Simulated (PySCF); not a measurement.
Be: ionisation energy

Be [He] 2s2 (1S) → Be⁺ [He] 2s1 (2S), as a difference of total energies. Computed with PySCF 2.14 in x2c-SVPall, with the spin-free X2C one-electron Hamiltonian (Gaussian nucleus). Correlated levels: valence: 1s2 frozen. The calculations carry no spin-orbit coupling.

| method | ionisation energy (eV) | error (eV) |
| --- | --- | --- |
| UHF | 7.970 | -1.353 |
| BP86 | 9.074 | -0.249 |
| PBE0 | 8.937 | -0.386 |
| MP2 (valence) | 8.569 | -0.754 |
| SCS-MP2 (valence) | 8.689 | -0.634 |
| CCSD (valence) | 9.172 | -0.151 |

Reference: 9.323 eV (measured; NIST Atomic Spectra Database, ionization energies).

Errors of the correlated levels include the incompleteness of this basis and the frozen core.

With two correlated electrons CCSD is exact in that space.

The coupled-cluster amplitudes are large for Be (T1 above 0.03 or a double amplitude above 0.15), so a single reference is strained.
